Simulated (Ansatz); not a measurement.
Worked example: correlation energy of [OH···H···S], triplet

Geometry: a point of a hydrogen-transfer path between rigid fragments, not a stationary point.

```xyz
4

O    -1.0047   -0.2316    0.0000
H    -1.2540    0.6949    0.0000
H     0.3073   -0.2316    0.0000
S     1.9513   -0.2316    0.0000
```

Basis cc-pVDZ; Ansatz 0.2.0. Only valence electrons are correlated (noble-gas cores frozen), which leaves 14 electrons in 36 orbitals. R marks a restricted (for open shells ROHF) determinant, U an unrestricted one.

Full CI isn't at hand for all of this; UCCSDT(Q) serves as the reference, and is uncertain by about the last step of the cluster series.

Unrestricted rows (U) aren't spin-pure: their determinants' ⟨S²⟩ exceeds S(S+1) by up to 0.10, so they mix in states of higher spin.

Runs differ by some tens of microhartree through their thresholds and, for an open shell, their frozen cores, so steps under 0.03 kcal/mol mean nothing.

| level | total energy (hartree) |
| --- | --- |
| UHF | -473.453474 |
| UMP2 | -473.739788 |
| UCCSD | -473.777569 |
| UCCSD(T) | -473.784485 |
| UCCSDT | -473.785538 |
| UCCSDT(Q) | -473.786399 |

Problem. What is the correlation energy at UCCSDT(Q), and what share of it do UMP2 and UCCSD(T) recover?

Solution. E(corr) = -473.786399 − (-473.453474) = -0.332925 hartree = -9.059 eV. UMP2: -0.286314 / -0.332925 = 86.00 %. UCCSD(T): -0.331011 / -0.332925 = 99.43 %.

Problem. By how many kcal/mol does UCCSD(T) miss UCCSDT(Q) (1 hartree = 627.509 kcal/mol), and which steps make up the rest?

Solution. -473.784485 − (-473.786399) = 0.001914 hartree = 1.20 kcal/mol. Steps: UCCSDT − UCCSD(T) = -0.66, UCCSDT(Q) − UCCSDT = -0.54 kcal/mol. Differences between like states or geometries often cancel part of this.
